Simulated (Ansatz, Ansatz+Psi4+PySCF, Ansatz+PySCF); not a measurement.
```xyz
5

C    -0.0122   -0.0220   -0.0163
H     1.0374   -0.0220   -0.3509
H    -0.5078    0.9211   -0.3721
H    -0.4980   -0.8759   -0.3888
N    -0.0211   -0.0073    1.4000
```

Basis set: cc-pVTZ (spherical functions). Left uncorrelated: 2 orbitals. Correlation on ROHF uses semicanonical orbitals with singles. Charge 0, multiplicity 3.

Computed with Ansatz (development build ahead of 0.2.0); each method stands on the lowest determinant of its kind that the runs found.

**Question.** Give the atomization energy at this shape (free ground-state atoms in the same class of orbitals less the molecule, no zero-point energy) of triplet CH3N by ROHF-MP2, UHF-MP2.

**Answer.**

```tsv
method	atomization energy
ROHF-MP2	1546.3 kJ/mol
UHF-MP2	1543.4 kJ/mol
```
